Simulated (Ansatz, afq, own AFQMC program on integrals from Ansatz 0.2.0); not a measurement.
Two steps: Ansatz 0.2.0 writes the Fock matrix and Cholesky factors of the valence space, and afq projects on them the lowest state that overlaps trial and start.

```yaml
crystal:
  periodic: [false, false, false]
  atoms:
    - {symbol: B, position_ang: [0.000000, -1.370482, 0.096984]}
    - {symbol: Ge, position_ang: [0.000000, 0.130907, 1.251342]}
    - {symbol: Ga, position_ang: [0.000000, 0.065420, -1.279968]}
    - {symbol: H, position_ang: [0.000000, 0.739999, -2.681488]}
basis:
  gaussian: {orbitals: cc-pVDZ}
magnetization: {spin_polarized: false, initial_magnetization: 1}
correlation: {method: ccsd_t, electrons: outside_noble_gas, hamiltonian_folder: ham}
```

```sh
$ ansatz run in.yaml --threads 1 --pin off --events-out ev --progress --plain --max-ram 1382MiB
```

afq runs on the folder ham with

```
--method phaseless --trial hf --walkers 120 --populations 1 --least-time 40 --time-step 0.005 --steps-per-block 20 --equilibration-blocks 112 --max-blocks 600 --target-error 0.0012000 --factor-cut 1e-05 --start spin_pure --seed 5604 --taylor-order 6
```

Times are imaginary, in 1/Eh. The walk had a cap of 2099 s. Filled inner d shells are frozen with the cores.

Output of the walk:

```
orbitals 44  electrons 6 5  factors 381 of 828
reference energy -4023.69079886 Eh
CCSD correlation -0.24780201 Eh in 16 cycles, weight of the determinant in the CISD state 0.7989
energy of the start -4023.690812 Eh
 block  time / (1/Eh)  mean weight  energy / Eh
     1     0.100  0.9999  -4023.726351
     2     0.200  1.0009  -4023.753714
     3     0.300  1.0020  -4023.775871
     4     0.400  1.0007  -4023.792614
     5     0.500  1.0014  -4023.813008
     7     0.700  1.0001  -4023.832141
     9     0.900  1.0026  -4023.845213
    18     1.800  1.0002  -4023.907239
    52     5.200  0.9999  -4023.937945
    86     8.600  1.0013  -4023.937719
   120    12.000  1.0001  -4023.976949
   154    15.400  0.9991  -4023.953075
   188    18.800  1.0014  -4023.949409
   222    22.200  0.9999  -4023.948864
   256    25.600  1.0008  -4023.957837
   290    29.000  0.9996  -4023.928374
   324    32.400  0.9992  -4023.944116
   358    35.800  1.0012  -4023.944297
   392    39.200  1.0003  -4023.927374
   409    40.900  1.0007  -4023.910285
   426    42.600  1.0010  -4023.962637
   460    46.000  0.9919  -4023.973972
   494    49.400  0.9990  -4023.955062
   528    52.800  0.9995  -4023.940750
   562    56.200  1.0001  -4023.948436
   596    59.600  1.0015  -4023.940726
   630    63.000  0.9996  -4023.967946
   664    66.400  0.9999  -4024.012029
   698    69.800  1.0003  -4023.932147
blocks merged  error / Eh  count
     1  0.000861  600
     2  0.001158  300
     4  0.001556  150
     8  0.002019  75
    16  0.002393  37
    32  0.002832  18
    64  0.002457  9
energy -4023.953681 +/- 0.002832 Eh
(rows thinned)
```

The run passed its tests (sampling time, drift between the halves within three errors, error under three times the target), which doesn't prove that it has relaxed.

Against this walk (error 77.1 meV) on the same determinant: CCSD(T) 56.6 meV lower (within the noise), CCSDT(Q) 136.7 meV lower (within the noise), a separate phaseless walk with a CISD trial and standard settings 50.6 ± 81.0 meV lower (within the noise). The error is statistical and leaves out the bias of the constraint. None of these is a sure reference here.

Cautions: constraint bias not in the error; error above the target (77.1 against 32.7 meV); no relativity below Rb; no spin-orbit coupling; inner d shell frozen; higher spins were not checked; a spin-contaminated unrestricted determinant lies lower (UHF 268 meV lower, ⟨S²⟩ 1.04); raised T1 diagnostic (T1 0.044, weight of the determinant 0.80, largest double 0.08); (T) is large, 7 % of the CCSD correlation; the bias of populations of 120 walkers isn't removed.

The walk took 3.2 min on 1 thread of AMD EPYC 9R45 96-Core Processor (Zen 5), with other jobs on the host. The log's last line is the phaseless energy.

CCSDT and higher add their correlation energy to the determinant of the CCSD(T) run, since their own runs factorise the integrals more tightly (a shift of under 2 meV). A walk keeps the symmetry of its determinant, which the program's search chose and which needn't be the lowest solution, so a lower state of the same spin and another symmetry isn't excluded.
